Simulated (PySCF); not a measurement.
# Gas-phase acidity of hydrogen peroxide

System: `OO` (H2O2). Numbering: `[OH:1][OH:2]`

Computed at M06-2X/ma-def2-TZVP // PBE0-D3(BJ)/ma-def2-SVP with PySCF (density fitting, grid level 3). Thermal corrections: PBE0-D3(BJ)/ma-def2-SVP frequencies, unscaled, ideal gas at 298.15 K and 1 bar, quasi-RRHO entropy.

```tsv
site	product	ΔH(acid) / kJ/mol	ΔG(acid) / kJ/mol
O1 (hydroxyl oxygen)	[O-]O	1572	1540
```

ΔH and ΔG refer to AH → A⁻ + H⁺ in the gas phase.

Vertical detachment energies of the anions: `[O-]O` 1.42 eV.

Against the Active Thermochemical Tables (version 1.112): O1 1574 (computed 1572, error -2) kJ/mol.

Measured values (NIST Chemistry WebBook, evaluated or the median of agreeing entries): deprotonation enthalpy (ΔH) 1574 kJ/mol (computed 1572, difference -2); gas-phase acidity (ΔG) 1544 kJ/mol (computed 1540, difference -4).

Run with `OMP_NUM_THREADS=1 python redox_run.py task.json out` on 1 thread of AMD EPYC 7B13, a shared host. Structures, frequencies and single points: 26 s of wall time.
